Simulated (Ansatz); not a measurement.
**HF (singlet): the correlation ladder, 6-31G***

The task here is to estimate one member of a computed series from the others.

The runs use Ansatz 0.2.0, Gaussian basis; 6-31G*, core rule «outside noble gas», up to 1 orbitals frozen.

The runs, in order: UHF; CCSD(T) on RHF; BCCD(T) on RHF; CISD; CCSDT(Q) on RHF; CISDTQ; CCSDTQ on RHF; CASSCF and MRCISD+Q, 8 electrons in 5 orbitals; CASSCF and NEVPT4(SD), 8 electrons in 5 orbitals; CASSCF and NEVPT2, 8 electrons in 5 orbitals; Full CI.

9 further runs of the same task are left out: 9 set aside as unsound or not needed.

### The system

The geometry is an MP2(full)/6-31G* stationary point (not a proven minimum).

2 atoms, charge 0, spin multiplicity 1.

Atoms are counted from 1 here; the program's logs count them from 0.

Bond lengths: F1–H2 0.934 Å.

The first run:

in.yaml

```yaml
crystal:
  periodic: [false, false, false]
  atoms:
    - {symbol: F, position_ang: [0.000000, 0.000000, 0.000000]}
    - {symbol: H, position_ang: [0.000000, 0.000000, 0.933891]}
basis:
  gaussian: {orbitals: "6-31G*"}
magnetization: {spin_polarized: true, initial_magnetization: 0}
hamiltonian: {xc: hf}
output: {orbitals: {seedname: orbitals}}
```

On the command line:

```bash
$ ansatz run in.yaml --threads 1 --pin off --events-out ev --progress --plain --max-ram 8192MiB --backend cpu
```

Among the steps run: UHF; CCSD(T) on RHF; BCCD(T) on RHF; CISD; CCSDT(Q) on RHF; CISDTQ; CCSDTQ on RHF; CASSCF and MRCISD+Q, 8 electrons in 5 orbitals; CASSCF and NEVPT4(SD), 8 electrons in 5 orbitals; CASSCF and NEVPT2, 8 electrons in 5 orbitals; Full CI.

One of the session's tables, all rows but one given; the rest of the session is left out.

| method | from FCI (kJ/mol) |
| --- | --- |
| RHF | +489.7 |
| RMP2 | +17.4 |
| CISD | +21.2 |
| RCCSD | +5.8 |
| RCCSD(T) | +1.2 |
| BCCD(T) | +1.2 |
| RCCSDT | +0.9 |
| CISDTQ | +0.5 |
| RCCSDT(Q) | 0.0 |
| RCCSDTQ | 0.0 |
| CASSCF valence | +421.5 |
| NEVPT2 valence | +51.8 |
| NEVPT4(SD) valence | +6.4 |
| MRCISD valence | +15.8 |
| MRCISD+Q valence | ? |
| FCI | 0 |

Q: Estimate the row for MRCISD+Q valence from the others.

The run gave: from FCI (kJ/mol): +2.4. In the column «from FCI (kJ/mol)» it lies between BCCD(T) (+1.2) and RCCSD (+5.8).
